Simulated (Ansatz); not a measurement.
Geometry optimisation, Ansatz, RKS B3LYP-D4/def2-SVP.

Input file:

```yaml
crystal:
  periodic: [false, false, false]
  atoms:
    - { symbol: B, position_ang: [0.059193, -0.161469, -0.037002] }
    - { symbol: Cl, position_ang: [0.05597, -0.781368, 1.687762] }
    - { symbol: "N", position_ang: [1.255441, -0.171787, -0.738741] }
    - { symbol: H, position_ang: [2.130581, -0.447188, -0.308559] }
    - { symbol: H, position_ang: [1.336824, 0.170588, -1.688398] }
    - { symbol: H, position_ang: [-0.979703, 0.186289, -0.526899] }
    - { symbol: H, position_ang: [0.142469, 2.092016, 0.784497] }
    - { symbol: H, position_ang: [0.039925, 1.78312, 1.423641] }
basis:
  gaussian: { orbitals: def2-SVP }
hamiltonian:
  xc: b3lyp
  dispersion: d4
relax:
  f_tol: 0.03
  max_steps: 50
```

Run as:

```bash
$ ansatz run input.yaml --threads 1 --pin off --max-ram 2048MiB --backend cpu --events-out ev --progress --plain --runs-dir out
```

Task: Where does it end, and by what steps?

Result: It converged. The force dipped under the threshold on the way, but the program's further checks kept it going. After 17 steps the energy has fallen by 0.220 eV; H7 moved furthest, 1.50 Å.

```json
{"step": "0", "energy less start (eV)": "0.0000", "largest force component (eV/Å)": "1.498", "accepted": "yes"}
{"step": "1", "energy less start (eV)": "-0.1399", "largest force component (eV/Å)": "0.545", "accepted": "yes"}
{"step": "2", "energy less start (eV)": "-0.1826", "largest force component (eV/Å)": "0.393", "accepted": "yes"}
{"step": "3", "energy less start (eV)": "-0.1915", "largest force component (eV/Å)": "0.522", "accepted": "yes"}
{"step": "4", "energy less start (eV)": "-0.2035", "largest force component (eV/Å)": "0.266", "accepted": "yes"}
{"step": "5", "energy less start (eV)": "-0.2060", "largest force component (eV/Å)": "0.132", "accepted": "yes"}
{"step": "6", "energy less start (eV)": "-0.2080", "largest force component (eV/Å)": "0.228", "accepted": "yes"}
{"step": "7", "energy less start (eV)": "-0.2123", "largest force component (eV/Å)": "0.008", "accepted": "yes"}
{"step": "8", "energy less start (eV)": "-0.1851", "largest force component (eV/Å)": "1.260", "accepted": "no"}
{"step": "9", "energy less start (eV)": "-0.2140", "largest force component (eV/Å)": "0.087", "accepted": "yes"}
{"step": "10", "energy less start (eV)": "-0.2149", "largest force component (eV/Å)": "0.135", "accepted": "yes"}
{"step": "11", "energy less start (eV)": "-0.2149", "largest force component (eV/Å)": "0.255", "accepted": "yes"}
{"step": "12", "energy less start (eV)": "-0.2164", "largest force component (eV/Å)": "0.199", "accepted": "yes"}
{"step": "13", "energy less start (eV)": "-0.2183", "largest force component (eV/Å)": "0.025", "accepted": "yes"}
{"step": "14", "energy less start (eV)": "-0.2189", "largest force component (eV/Å)": "0.023", "accepted": "yes"}
{"step": "15", "energy less start (eV)": "-0.2192", "largest force component (eV/Å)": "0.171", "accepted": "yes"}
{"step": "16", "energy less start (eV)": "-0.2201", "largest force component (eV/Å)": "0.050", "accepted": "yes"}
{"step": "17", "energy less start (eV)": "-0.2204", "largest force component (eV/Å)": "0.020", "accepted": "yes"}
```

```xyz
8
Properties=species:S:1:pos:R:3
B 0.095 -0.477 -0.293
Cl 0.039 -0.558 1.488
N 1.319 -0.484 -0.945
H 2.211 -0.531 -0.463
H 1.389 -0.435 -1.955
H -0.938 -0.416 -0.906
H -0.028 3.165 1.822
H -0.046 2.405 1.849
```

Run time: 40 s on 1 thread of Arm Neoverse V1 (shared host), peak memory 0.14 GiB.
